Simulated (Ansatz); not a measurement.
Geometry optimisation, Ansatz, UKS PBE0-D4/def2-SVPD.

The input (input.yaml):

```yaml
crystal:
  periodic: [false, false, false]
  atoms:
    - { symbol: Al, position_ang: [0.0, 0.0, 0.0] }
    - { symbol: H, position_ang: [0.0, 0.0, 1.81] }
    - { symbol: H, position_ang: [1.351, 0.0, -0.78] }
    - { symbol: H, position_ang: [-1.351, 0.0, -0.78] }
    - { symbol: Cl, position_ang: [0.0, 0.0, 3.48] }
magnetization:
  spin_polarized: true
  initial_magnetization: 1
basis:
  gaussian: { orbitals: def2-SVPD }
hamiltonian:
  xc: pbe0
  dispersion: d4
relax:
  f_tol: 0.15
  max_steps: 25
  restrain:
    - { distance: [1, 4], at: 1.37, k: 30.0 }
    - { distance: [0, 1], at: 2.76, k: 30.0 }
```

Launched with:

```bash
$ ansatz run input.yaml --threads 2 --pin off --max-ram 3072MiB --backend cpu --events-out ev --progress --plain --runs-dir out
```

Problem. Where does it end, and by what steps?

Solution. It converged. The restraints hold the end off the free minimum; the threshold counts their pulls, which the force column leaves out. Restrained pairs: H2–Cl5 (1.67 → 1.35 Å), Al1–H2 (1.81 → 2.75 Å). After 4 steps the energy has fallen by 0.213 eV (the restraints' own energy left out); H2 moved furthest, 0.63 Å.

| step | energy less start (eV) | largest force component (eV/Å) | accepted |
| --- | --- | --- | --- |
| 0 | 0.0000 | 0.969 | yes |
| 1 | -0.0532 | 1.590 | yes |
| 2 | 0.0374 | 1.977 | yes |
| 3 | -0.1357 | 1.129 | yes |
| 4 | -0.2135 | 0.852 | yes |

```xyz
5
Properties=species:S:1:pos:R:3
Al 0.000 0.000 -0.314
H 0.000 0.000 2.441
H 1.402 0.000 -1.091
H -1.402 0.000 -1.091
Cl 0.000 0.000 3.786
```

Time of the run: 5.7 s on 2 threads of Intel(R) Xeon(R) 6975P-C (Granite Rapids) (shared host), peak memory 0.18 GiB.
